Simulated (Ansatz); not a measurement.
Mulliken charges of `NCC(F)(F)F` from B3LYP/def2-TZVPP in Ansatz (PBE0-D4/def2-TZVP geometry).

```json
{"atom": "N1", "x (Å)": "0.383", "y (Å)": "-1.326", "z (Å)": "-0.254", "charge (e)": "-0.328"}
{"atom": "C2", "x (Å)": "0.288", "y (Å)": "-0.092", "z (Å)": "0.485", "charge (e)": "-0.093"}
{"atom": "C3", "x (Å)": "-0.354", "y (Å)": "0.982", "z (Å)": "-0.362", "charge (e)": "0.510"}
{"atom": "F4", "x (Å)": "-1.575", "y (Å)": "0.607", "z (Å)": "-0.777", "charge (e)": "-0.193"}
{"atom": "F5", "x (Å)": "0.359", "y (Å)": "1.283", "z (Å)": "-1.446", "charge (e)": "-0.173"}
{"atom": "F6", "x (Å)": "-0.504", "y (Å)": "2.110", "z (Å)": "0.349", "charge (e)": "-0.186"}
{"atom": "H7", "x (Å)": "-0.520", "y (Å)": "-1.771", "z (Å)": "-0.345", "charge (e)": "0.142"}
{"atom": "H8", "x (Å)": "1.010", "y (Å)": "-1.974", "z (Å)": "0.200", "charge (e)": "0.133"}
{"atom": "H9", "x (Å)": "-0.292", "y (Å)": "-0.136", "z (Å)": "1.418", "charge (e)": "0.092"}
{"atom": "H10", "x (Å)": "1.289", "y (Å)": "0.266", "z (Å)": "0.734", "charge (e)": "0.096"}
```

Task: By hand: the dipole of these point charges (1 e Å = 4.8032 D).

Result: Σ q r = (0.160, -0.288, 0.367) e Å, of length 0.493 e Å = 2.37 D.

Task: How does the dipole of the full density compare? (Best estimate.)

Result: The calculation gave: (0.132, -0.450, 0.449) e Å, 3.12 D; the point charges give 0.76 times that, at 10° from its direction.

Point charges leave out the atoms' own dipoles, such as those of lone pairs, and Mulliken's split depends on the basis, so the two needn't agree.

B3LYP here is the variant with VWN-RPA as its local correlation; programs differ in this.
